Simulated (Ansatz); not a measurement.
Grey tin (α-Sn), treated with r²SCAN in Ansatz (plane waves, PAW).

Run with plane-wave cutoff 600 eV, 20×20×20 k mesh, Fermi–Dirac smearing 0.05 eV, finite displacements, scalar-relativistic PAW data made under PBE.

Computed at the level's own relaxed cell.

```yaml
crystal:
  lattice:
    - [0.00000, 3.28289, 3.28289]
    - [3.28289, 0.00000, 3.28289]
    - [3.28289, 3.28289, 0.00000]
  atoms:
    - { symbol: Sn, position: [0.50000, 0.50000, 0.50000] }
    - { symbol: Sn, position: [0.75000, 0.75000, 0.75000] }
```

Harmonic phonon frequencies (cm⁻¹; i marks an imaginary mode):

| q point | frequencies |
|---|---|
| Γ | 0 0 0 189 189 189 |
| X | 41 41 151 151 178 178 |
| L | 35 35 136 157 185 185 |

Measured, for comparison: zone-centre TO phonon frequency 200 cm⁻¹ (low temperature, zero-point motion not removed; as tabulated in Tanner et al. (2021), arXiv:2110.11888). Computed (rounded) less measured: zone-centre TO phonon frequency -6 %.

No imaginary mode appears at these points.

Note: the solid has no gap at this level, which affects its response.

Ansatz is a program for electronic structure.
